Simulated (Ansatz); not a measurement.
# CNNa: geometry and frequencies at several levels

An exercise on one series of results from a longer session: the logs are not shown, and one member is left open.

Method: the levels named in each step, in Ansatz 0.2.0.

**The structure to begin with**

Bond lengths: C1–N2 1.161 Å, C1–Na3 2.167 Å, N2–Na3 2.043 Å. Angles: C1–N2–Na3 80.0°, N2–C1–Na3 68.2°, C1–Na3–N2 31.8°.

As a file:

```xyz
3

C    -0.3674   -0.7510    0.8338
N    -0.6899   -0.7345   -0.2810
Na    0.6122    0.8398   -0.2645
```

Set-up of the first run:

Contents of input.yaml:

```yaml
crystal:
  periodic: [false, false, false]
  atoms:
    - { symbol: C, position_ang: [-0.3674, -0.75102, 0.83385] }
    - { symbol: "N", position_ang: [-0.68987, -0.73449, -0.28097] }
    - { symbol: Na, position_ang: [0.61225, 0.83985, -0.26445] }
basis:
  gaussian: { orbitals: def2-SVP }
hamiltonian:
  xc: pbe
  dispersion: d4
relax:
  f_tol: 0.03
  max_steps: 200
```

The run is started by

```sh
ansatz run input.yaml --threads 2 --pin off --max-ram 5120MiB --backend cpu --events-out ev --progress --plain --runs-dir out
```

Among the steps run: A rough first relaxation, PBE-D4/def2-SVP; Relaxation, PBE0-D4/def2-TZVPP; Frequencies, PBE0-D4/def2-TZVPP; Relaxation, PBE-D4/def2-TZVPP; Frequencies, PBE-D4/def2-TZVPP; Relaxation, r2SCAN-D4/def2-TZVPP; Frequencies, r2SCAN-D4/def2-TZVPP; Relaxation, B3LYP-D4/def2-TZVPP; Frequencies, B3LYP-D4/def2-TZVPP; Relaxation, B2PLYP/def2-TZVPP; Frequencies, B2PLYP/def2-TZVPP.

One table of the session follows, with a row left open; its other results are not shown here.

It belongs to the step «Geometries side by side». 

```
               level  C1–N2 (Å)  C1–Na3 (Å)  N2–Na3 (Å)  dipole (D)  highest frequency (cm⁻¹)
  PBE0-D4/def2-TZVPP          ?           ?           ?           ?                         ?
   PBE-D4/def2-TZVPP     1.1832      2.3633      2.2349        8.40                      2048
r2SCAN-D4/def2-TZVPP     1.1742      2.3754      2.2197        8.68                      2111
 B3LYP-D4/def2-TZVPP     1.1715      2.3966      2.2087        8.61                      2124
   B2PLYP/def2-TZVPP     1.1783      2.3782      2.2150        8.65                      2064
```

**Question.** Estimate the row for PBE0-D4/def2-TZVPP.

As computed: C1–N2 (Å): 1.1712; C1–Na3 (Å): 2.3747; N2–Na3 (Å): 2.2133; dipole (D): 8.63; highest frequency (cm⁻¹): 2145. In the column «C1–N2 (Å)» it is the lowest.
